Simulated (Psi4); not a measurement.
**triplet CH7AlSi at 3 levels**

We compute a comparison of 3 runs (UHF/STO-3G, UHF/3-21G, UB3LYP/6-31G*) of triplet CH7AlSi. 

The calculation is run with Psi4 1.11.

2 further runs of the same task are left out: 2 set aside as unsound or not needed. Runs told in other sessions of the task aren't counted.

## (1) The system as given

CH7AlSi has 10 atoms, charge 0, and is taken as a triplet. SMILES of the parent species: `[CH3][AlH][SiH3]`. Geometry: relaxed at PBE0-D4/def2-TZVP. That shape belongs to the parent species and isn't relaxed for this state.

Bond lengths: C1–Al2 1.953 Å, Al2–Si3 2.461 Å, C1–H4 1.096 Å, C1–H5 1.092 Å, C1–H6 1.096 Å, Al2–H7 1.593 Å, Si3–H8 1.494 Å, Si3–H9 1.494 Å, Si3–H10 1.490 Å. Some angles: C1–Al2–Si3 120.6°, C1–Al2–H7 118.9°, Si3–Al2–H7 120.4°, Al2–C1–H4 110.5°, Al2–C1–H5 113.7°, Al2–C1–H6 110.2°, Al2–Si3–H8 110.9°, Al2–Si3–H9 110.7°, Al2–Si3–H10 114.1°, H4–C1–H5 108.0°.

## (2) Energy and forces at UHF/STO-3G (run 1)

job.inp

```
memory 2200 MB

molecule mol {
  0 3
  C
  Al 1 1.952969
  Si 2 2.461058 1 120.62121
  H 1 1.09562 2 110.45658 3 -123.21111
  H 1 1.091829 4 108.03769 2 -124.98245
  H 1 1.095844 5 107.92987 4 114.42292
  H 2 1.592747 1 118.94698 5 178.70084
  H 3 1.493681 2 110.93412 7 -121.81422
  H 3 1.493828 8 106.27616 2 120.42919
  H 3 1.490334 8 107.20481 9 114.36293
  symmetry c1
  no_reorient
  no_com
}

set reference uhf
set puream true
set e_convergence 1e-09
set d_convergence 1e-08
set scf_type pk
set maxiter 100

result, w = gradient('hf/STO-3G', return_wfn=True)
oeprop(w, 'DIPOLE', 'LOWDIN_CHARGES', 'QUADRUPOLE')
print_variables()
```

The run is started by

```bash
$ psi4 -i job.inp -o job.out -n 1
```

job.out:

```text
[...]
  Running in c1 symmetry.
[...]
  Nuclear repulsion =  127.815672045341344
[...]
  Multiplicity = 3
[...]
  Nalpha       = 21
  Nbeta        = 19
[...]
    Number of basis functions: 30
[...]
   @UHF iter   1:  -565.81274550842090   -3.17182e+00   5.14167e-03 ADIIS/DIIS
[...]
   @UHF iter  19:  -565.84145421970538   -3.86535e-12   6.44679e-09 DIIS
[...]
   @S^2 Observed:                2.007891456E+00
[...]
    Orbital Energies [Eh]
    ---------------------
    Alpha Occupied:
       1A    -68.028201     2A    -57.647421     3A    -10.923818
       4A     -6.016858     5A     -4.607580     6A     -4.051572
       7A     -4.037416     8A     -4.037367     9A     -2.860416
      10A     -2.834342    11A     -2.828457    12A     -0.828711
      13A     -0.745208    14A     -0.479976    15A     -0.472171
      16A     -0.471500    17A     -0.463649    18A     -0.457413
      19A     -0.326978    20A     -0.285752    21A     -0.016354
    Alpha Virtual:
      22A      0.331534    23A      0.455546    24A      0.473006
      25A      0.498506    26A      0.635186    27A      0.724807
[...]
  @UHF Final Energy:  -565.84145421970538
   => Energetics <=
    Nuclear Repulsion Energy =            127.8156720453413442
    One-Electron Energy =               -1043.2361284610451548
    Two-Electron Energy =                 349.5790021959984983
    Total Energy =                       -565.8414542197053834
  UHF NO Occupations:
  HONO-2 :   19  A 1.9966737
  HONO-1 :   20  A 1.0000000
  HONO-0 :   21  A 1.0000000
  LUNO+0 :   22  A 0.0033263
  LUNO+1 :   23  A 0.0004215
[...]
  -Total Gradient:
     Atom            X                  Y                   Z
    ------   -----------------  -----------------  -----------------
       1        0.001752656865     0.011008704944    -0.012633191991
       2       -0.002192097342    -0.063317840277     0.003832746967
       3        0.000844357607     0.045606761547    -0.023205995444
       4        0.005579698663     0.007190944074    -0.002624501306
       5        0.000066285480    -0.007600386349     0.002373806782
       6       -0.006359944799     0.006825955968    -0.001546429472
       7        0.000492674458     0.051623718427     0.005594658260
       8        0.023106872971    -0.022869554527    -0.002981444408
       9       -0.023390703938    -0.022228323265    -0.002891035005
      10        0.000100200035    -0.006239980541     0.034081385618
[...]
 Multipole Moments:
 ------------------------------------------------------------------------------------
     Multipole            Electronic (a.u.)      Nuclear  (a.u.)        Total (a.u.)
 ------------------------------------------------------------------------------------
 L = 1.  Multiply by 2.5417464519 to convert [e a0] to [Debye]
 Dipole X            :          0.0120858           -0.0150162           -0.0029304
 Dipole Y            :         -0.2500294           -0.9957241           -1.2457535
 Dipole Z            :          3.2908914           -2.3658568            0.9250347
 Magnitude           :                                                    1.5516441
 L = 2.  Multiply by 1.3450342976 to convert [e a0^2] to [Debye ang]
 Quadrupole XX       :        -38.7631351           15.6838493          -23.0792858
 Quadrupole XY       :          0.0557041           -0.0630257           -0.0073216
[...]
```

Wall time 1.6 s (1 thread of Intel Xeon 6975P-C (Granite Rapids), shared host); peak memory 0.18 GiB.

## (3) A single-point energy at UHF/3-21G (run 2)

run.py

```python
import psi4

psi4.set_memory('2200 MB')
psi4.set_num_threads(1)
psi4.set_output_file('run.log', False)

molecule = psi4.geometry("""
0 3
C
Al 1 1.952969
Si 2 2.461058 1 120.62121
H 1 1.09562 2 110.45658 3 -123.21111
H 1 1.091829 4 108.03769 2 -124.98245
H 1 1.095844 5 107.92987 4 114.42292
H 2 1.592747 1 118.94698 5 178.70084
H 3 1.493681 2 110.93412 7 -121.81422
H 3 1.493828 8 106.27616 2 120.42919
H 3 1.490334 8 107.20481 9 114.36293
units angstrom
symmetry c1
""")

psi4.set_options(dict(reference='uhf', puream=True, e_convergence=1e-09, d_convergence=1e-08, scf_type='pk', maxiter=100))

e_tot, wfn = psi4.energy("hf/3-21G", return_wfn=True)
psi4.oeprop(wfn, "WIBERG_LOWDIN_INDICES", "DIPOLE", "MAYER_INDICES", title="HF")
print(f'total energy {e_tot:.8f} hartree = {e_tot * 27.211386:.5f} eV')
```

The run is started by

```bash
$ python run.py
```

run.log:

```text
[...]
  Running in c1 symmetry.
[...]
  Nuclear repulsion =  127.815672045341344
[...]
  Multiplicity = 3
[...]
  Nalpha       = 21
  Nbeta        = 19
[...]
    Number of basis functions: 49
[...]
   @UHF iter   1:  -569.46298613259580   -8.31278e-01   6.22552e-03 ADIIS/DIIS
[...]
   @UHF iter  17:  -569.53385055652279   -2.95586e-12   7.63429e-09 DIIS
[...]
   @S^2 Observed:                2.005436238E+00
[...]
    Orbital Energies [Eh]
    ---------------------
    Alpha Occupied:
       1A    -68.358221     2A    -58.039585     3A    -11.141189
       4A     -6.172616     5A     -4.853643     6A     -4.274539
       7A     -4.265088     8A     -4.264561     9A     -3.160713
      10A     -3.160154    11A     -3.153607    12A     -0.920476
      13A     -0.802555    14A     -0.572242    15A     -0.544176
      16A     -0.539192    17A     -0.531665    18A     -0.530167
      19A     -0.428328    20A     -0.404877    21A     -0.198339
    Alpha Virtual:
      22A      0.103435    23A      0.107665    24A      0.153049
      25A      0.187340    26A      0.213945    27A      0.251666
[...]
  @UHF Final Energy:  -569.53385055652279
   => Energetics <=
    Nuclear Repulsion Energy =            127.8156720453413442
    One-Electron Energy =               -1043.0027273096798126
    Two-Electron Energy =                 345.6532047078156893
    Total Energy =                       -569.5338505565227933
  UHF NO Occupations:
  HONO-2 :   19  A 1.9983243
  HONO-1 :   20  A 1.0000000
  HONO-0 :   21  A 1.0000000
  LUNO+0 :   22  A 0.0016757
  LUNO+1 :   23  A 0.0004491
[...]
 Multipole Moments:
 ------------------------------------------------------------------------------------
     Multipole            Electronic (a.u.)      Nuclear  (a.u.)        Total (a.u.)
 ------------------------------------------------------------------------------------
 L = 1.  Multiply by 2.5417464519 to convert [e a0] to [Debye]
 Dipole X            :          0.0101235           -0.0150162           -0.0048927
 Dipole Y            :         -0.1002445           -0.9957241           -1.0959686
 Dipole Z            :          2.6889089           -2.3658568            0.3230521
 Magnitude           :                                                    1.1425996
[...]
```

The script printed:

```text
total energy -569.53385056 hartree = -15497.80545 eV
```

Run time: 1.6 s. Hardware: 1 thread of Intel Xeon 6975P-C (Granite Rapids), shared host; peak memory 0.19 GiB.

## (4) Energy and forces at UB3LYP/6-31G(d) (spherical functions) (run 3)

ch7alsi.xyz

```xyz
10
CH7AlSi
C     -1.428400     0.967200    -0.792400
Al     0.409100     0.309500    -0.720900
Si     1.161700    -1.107300     1.145400
H     -1.909200     0.659300    -1.727500
H     -2.050600     0.624100     0.036600
H     -1.438000     2.063000    -0.790400
H      1.416900     0.709200    -1.887700
H      0.334900    -2.347600     1.241000
H      1.000200    -0.395000     2.448500
H      2.586600    -1.533600     1.050400
```

run.py

```python
import psi4

psi4.set_memory('2200 MB')
psi4.set_num_threads(1)
psi4.core.set_output_file('run.log', False)

with open('ch7alsi.xyz') as f:
    atoms = ''.join(f.readlines()[2:])
m = psi4.geometry('0 3\n' + atoms + 'symmetry c1\nno_reorient\nno_com')

options = {'reference': 'uks', 'puream': True, 'e_convergence': 1e-09, 'd_convergence': 1e-08, 'scf_type': 'pk', 'dft_radial_points': 99, 'dft_spherical_points': 590, 'maxiter': 100}
psi4.set_options(options)

result, w = psi4.gradient('b3lyp/6-31G*', molecule=m, return_wfn=True)
psi4.oeprop(w, 'DIPOLE', 'WIBERG_LOWDIN_INDICES', 'QUADRUPOLE')
print('gradient / Eh bohr^-1')
print(result.np.round(6))
print(f'energy = {w.energy():.10f} Eh')
for k, v in sorted(psi4.core.scalar_variables().items()):
    print(f'{k:45s} {v:18.10f}')
```

The run is started by

```bash
$ python run.py
```

run.log (excerpt; [...] marks lines left out):

```text
[...]
  Running in c1 symmetry.
[...]
  Nuclear repulsion =  127.815678252016312
[...]
  Multiplicity = 3
[...]
  Nalpha       = 21
  Nbeta        = 19
[...]
    Number of basis functions: 64
[...]
   @UKS iter   1:  -573.82345752890274   -3.50405e-01   1.07044e-02 ADIIS/DIIS
[...]
   @UKS iter  15:  -574.09001107196264   -1.13687e-12   5.63170e-09 DIIS
[...]
   @S^2 Observed:                2.002172936E+00
[...]
  @UKS Final Energy:  -574.09001107196264
   => Energetics <=
    Nuclear Repulsion Energy =            127.8156782520163119
    One-Electron Energy =               -1047.3415256559871978
    Two-Electron Energy =                 383.8102877702866635
    DFT Exchange-Correlation Energy =     -38.3744514382784843
    Empirical Dispersion Energy =           0.0000000000000000
    VV10 Nonlocal Energy =                  0.0000000000000000
    Total Energy =                       -574.0900110719626355
  UHF NO Occupations:
  HONO-2 :   19  A 1.9994148
  HONO-1 :   20  A 1.0000000
[...]
  -Total Gradient:
     Atom            X                  Y                   Z
    ------   -----------------  -----------------  -----------------
       1        0.021805368652    -0.003388245066    -0.007708005830
       2       -0.008283663720    -0.012456173128     0.025139833609
       3       -0.005591398269     0.014211984662    -0.020068988130
       4       -0.003368044672     0.006142681050     0.001028184819
       5        0.003174656486    -0.000566202644    -0.000553524952
       6       -0.005308847984    -0.001046923780    -0.003673143986
       7       -0.008407601500     0.005204211858    -0.003949891766
       8        0.003242769819    -0.000365507074     0.001622635596
       9        0.002369078110    -0.002542689092     0.000014019448
      10        0.000362471595    -0.005194783467     0.008154375580
[...]
 Multipole Moments:
[...]
```

The script printed:

```text
gradient / Eh bohr^-1
[[ 2.1805e-02 -3.3880e-03 -7.7080e-03]
 [-8.2840e-03 -1.2456e-02  2.5140e-02]
 [-5.5910e-03  1.4212e-02 -2.0069e-02]
 [-3.3680e-03  6.1430e-03  1.0280e-03]
 [ 3.1750e-03 -5.6600e-04 -5.5400e-04]
 [-5.3090e-03 -1.0470e-03 -3.6730e-03]
 [-8.4080e-03  5.2040e-03 -3.9500e-03]
 [ 3.2430e-03 -3.6600e-04  1.6230e-03]
 [ 2.3690e-03 -2.5430e-03  1.4000e-05]
 [ 3.6200e-04 -5.1950e-03  8.1540e-03]]
energy = -574.0900110720 Eh
CURRENT ENERGY                                   -574.0900110720
CURRENT REFERENCE ENERGY                         -574.0900110720
DD SOLVATION ENERGY                                 0.0000000000
DFT FUNCTIONAL TOTAL ENERGY                      -574.0900110720
DFT TOTAL ENERGY                                 -574.0900110720
DFT VV10 ENERGY                                     0.0000000000
DFT XC ENERGY                                     -38.3744514383
GRID ELECTRONS ALPHA                               20.9999991378
GRID ELECTRONS BETA                                18.9999999041
GRID ELECTRONS TOTAL                               39.9999990419
NUCLEAR REPULSION ENERGY                          127.8156782520
ONE-ELECTRON ENERGY                             -1047.3415256560
PCM POLARIZATION ENERGY                             0.0000000000
PE ENERGY                                           0.0000000000
SCF ITERATION ENERGY                             -574.0900110720
SCF ITERATIONS                                     15.0000000000
SCF TOTAL ENERGY                                 -574.0900110720
TWO-ELECTRON ENERGY                               383.8102877703
XC GRID RADIAL POINTS                              99.0000000000
XC GRID SPHERICAL POINTS                          590.0000000000
XC GRID TOTAL POINTS                           555741.0000000000
```

Run time: 22 s. Hardware: 1 thread of Intel Xeon 6975P-C (Granite Rapids), shared host; peak memory 1.1 GiB.

## (5) The series

```
run                                level      task         integration grid  energy (Eh)  dipole moment (D)  HOMO energy (eV)  LUMO energy (eV)  wall time
  1                           UHF/STO-3G  gradient                        –  -565.841454               3.94             -0.45              0.90      1.6 s
  2                            UHF/3-21G    energy                        –  -569.533851               2.90             -5.40             -2.65      1.6 s
  3  UB3LYP/6-31G* (spherical functions)  gradient  99 radial × 590 angular  -574.090011               1.92             -3.43                 –       22 s
```

## (6) Results

```
                                 quantity          value
                      run 3: total energy  -574.09001 Eh
                     run 3: dipole moment         1.92 D
run 3: HOMO energy (highest over α and β)       -3.43 eV
                              run 3: ⟨S²⟩          2.002
          run 3: largest force on an atom     1.504 eV/Å
```

**Reading.** The dipole moment (its size) runs from 1.92 D (UB3LYP/6-31G*) to 3.94 D (UHF/STO-3G). The two ends differ in method and basis. In run 1 the basis is minimal, so the values are rough. All runs together took 25 s, the longest 22 s.
